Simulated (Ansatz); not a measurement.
`CC1CCO1` → `C1COC1` + `[CH2]` (triplet) at 298.15 K and 1 bar (formal loss of a carbene).

Computed with Ansatz on PBE0-D4/def2-TZVP structures; ΔE is electronic, products minus reactants. CCSD(T)/CBS adds triple-zeta CCSD(T) − MP2 to the extrapolated MP2 energy (def2 sets, frozen cores). This one scheme is used for every species. Triplets are unrestricted, without spin–orbit coupling.

| species | CCSD(T)/CBS energy (Eh) | H − E (kJ/mol) | S (J/(mol·K)) |
| --- | --- | --- | --- |
| `CC1CCO1` | -232.16011 | 318.9 | 304.4 |
| `C1COC1` | -192.89064 | 242.4 | 276.5 |
| `[CH2]` (triplet) | -39.09499 | 55.4 | 195.3 |

H − E and S are ideal-gas, rigid-rotor, harmonic terms from PBE0-D4/def2-TZVP, for one conformer and one mirror image of each species, with the whole ground term of open shells counted as degenerate. 1 Eh = 2625.50 kJ/mol, R = 8.31446 J/(mol·K).

Problem. By hand: ΔE, ΔH, ΔS and ΔG.

Solution. ΔE = (-192.89064) + (-39.09499) − (-232.16011) = 0.17448 Eh = 458.1 kJ/mol. Δ(H − E) = 242.4 + 55.4 − 318.9 = -21.1, so ΔH = 437.0 kJ/mol. ΔS = 276.5 + 195.3 − 304.4 = 167.4 J/(mol·K). ΔG = 437.0 − 298.15 × (167.4)/1000 = 387.1 kJ/mol.

Problem. By hand: the equilibrium constant, and the temperature at which ΔG would vanish if ΔH and ΔS stayed fixed.

Solution. log₁₀ K = −ΔG/(RT ln 10) = -67.8. ΔG = 0 at ΔH/ΔS = 2611 K, far beyond where these terms or the molecules hold.

The number of gas molecules changes by +1, which sets the sign of ΔS. A doubt of 5 kJ/mol in ΔE shifts log₁₀ K by 0.9 here. Other conformers and mirror images would add mixing entropy, several J/(mol·K) or more a flexible species. Modes under 60 cm⁻¹, often nearly free rotors, make the harmonic entropy too high. A triplet takes part, so the spin changes. These are equilibria of isolated gas molecules and say nothing of rates. Largest T1 diagnostic: 0.011 (customary marks: 0.02 for closed shells, 0.045 for open ones).
